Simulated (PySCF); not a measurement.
Core binding energy against partial charge

Compound: C5H2F (charge +1).
Bonds: C1–C2 (triple), C2–C3, C3–C4, C4–C5, C5–F6, C3–C5 (double). Hydrogens: H7 on C1; H8 on C4.

Binding energies: delta-SCF UKS SCAN, pcX-2 on the ionised atom, pcseg-1 elsewhere, spin-free X2C in PySCF 2.14.0. Charges: PBE0/pcSseg-1 ground-state density, for the ionised atom.

```
atom                 environment  C 1s (eV)  Mulliken (e)  IAO (e)  Hirshfeld (e)  ESP (e)
  C1      terminal alkyne carbon     296.97        -0.214   +0.024         +0.096   -0.002
  C2               alkyne carbon     297.10        +0.417   -0.065         -0.005   -0.229
  C4  unsaturated ring CH carbon     298.86        +0.025   +0.007         +0.129   -0.058
  C3     unsaturated ring carbon     299.73        +0.080   +0.148         +0.141   +0.371
  C5     unsaturated ring carbon     301.32        +0.432   +0.468         +0.241   +0.340
```

Give the correlation coefficient and slope of binding energy on charge for each scheme.

IAO: r = 0.90, slope 7.8 eV per e; Hirshfeld: r = 0.89, slope 18.5 eV per e; ESP: r = 0.83, slope 5.8 eV per e; Mulliken: r = 0.42, slope 2.8 eV per e. On 5 points no scheme stands out.

The point-charge model writes a binding energy as kq + V + constant, with V the potential of the other atoms' charges at the site. What does it give with the Mulliken charges?

V = Σ 14.40 eV Å × q/r over all other atoms: +9.39 eV at C1, +2.15 eV at C2, +9.40 eV at C4, +9.23 eV at C3, +3.24 eV at C5. Fitting binding energy − V to q gives k = 14.9 eV per e and leaves an rms residual of 1.11 eV, against 1.49 eV for the fit on q alone. The model has no term for differences in relaxation between sites.

The unrestricted hole states depart most from a pure doublet (⟨S²⟩ = 0.75; over 0.85 named) for C 1s of C1 (0.94) and C 1s of C4 (0.86), which makes these values less certain. The species carries charge +1, so core ionisation leaves charge +2. Geometry: PBE0-D3(BJ)/def2-SVP; no solvent, vibrations or thermal averaging.
